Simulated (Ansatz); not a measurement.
Compare A (`Cl[C@H]1O[C@@H]1Cl`) with its isomer B (`ClC1(Cl)CO1`).

Isolated molecules relaxed with PBE0-D4/def2-TZVP in Ansatz; ΔE leaves out vibrations. CBS: MP2 limit from def2 TZ/QZ plus the TZ coupled-cluster correction, frozen cores. Functionals use def2-TZVPP. B3LYP here is the variant with VWN-RPA as its local correlation; programs differ in this.

Task: Which isomer does CCSD(T)/CBS put lower? Give the gap. (An estimate is asked.)

Result: Computed: A, by 12.6 kJ/mol.

Task: Give E(B) − E(A) in kJ/mol with PBE0-D4, r2SCAN-D4, BLYP-D4, LDA (SPW92), MP2/def2-TZVPP, HF/def2-TZVPP, B3LYP-D4. (An estimate is asked.)

Result: Computed: PBE0-D4 15.2, r2SCAN-D4 14.8, BLYP-D4 14.2, LDA (SPW92) 13.8, MP2/def2-TZVPP 12.1, HF/def2-TZVPP 18.7, B3LYP-D4 14.6. None reverses the order clearly.

Task: Does the order hold for the free energy at 298.15 K (harmonic terms from PBE0-D4)? (Best estimate.)

Result: Ansatz gave: Yes: G(B) − G(A) = +10.6 kJ/mol.

Largest T1 diagnostic: 0.012.

In def2-TZVPP, CCSD(T) changes the Hartree–Fock value by −4.6 kJ/mol (the triples alone add −0.9 kJ/mol) and MP2 by −6.6 kJ/mol. Leaving LDA and LC-ωPBE aside and taking each functional with its dispersion term where it has one, the values, not all of them listed here, spread over 2.3 kJ/mol, from ωB97M-V to HSE06-D4.
